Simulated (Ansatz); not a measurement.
1T (CdI2-type) TiSe2, treated with PBE-D3(BJ) (Ansatz, a program for electronic structure, PAW).

Rigid layers of the crystal as relaxed at this level are moved apart or together:

```json
[
 {"run": "1", "k mesh": "12×12×6", "layer repeat (Å)": "5.71", "energy against free layers (meV/Å²)": "-34.79", "gap on the mesh (eV)": "0.000"},
 {"run": "2", "k mesh": "12×12×6", "layer repeat (Å)": "5.86", "energy against free layers (meV/Å²)": "-35.84", "gap on the mesh (eV)": "0.000"},
 {"run": "3", "k mesh": "12×12×6", "layer repeat (Å)": "6.01", "energy against free layers (meV/Å²)": "-35.13", "gap on the mesh (eV)": "0.000"},
 {"run": "4", "k mesh": "12×12×6", "layer repeat (Å)": "6.21", "energy against free layers (meV/Å²)": "-32.88", "gap on the mesh (eV)": "0.000"},
 {"run": "5", "k mesh": "12×12×6", "layer repeat (Å)": "6.51", "energy against free layers (meV/Å²)": "-28.43", "gap on the mesh (eV)": "0.000"},
 {"run": "6", "k mesh": "12×12×6", "layer repeat (Å)": "7.01", "energy against free layers (meV/Å²)": "-20.75", "gap on the mesh (eV)": "0.000"},
 {"run": "7", "k mesh": "12×12×4", "layer repeat (Å)": "8.01", "energy against free layers (meV/Å²)": "-10.29", "gap on the mesh (eV)": "0.000"},
 {"run": "8", "k mesh": "12×12×4", "layer repeat (Å)": "10.01", "energy against free layers (meV/Å²)": "-2.92", "gap on the mesh (eV)": "0.000"}
]
```

The lowest energy of these points lies at a layer repeat of 5.86 Å.

Spin–orbit coupling is not included.
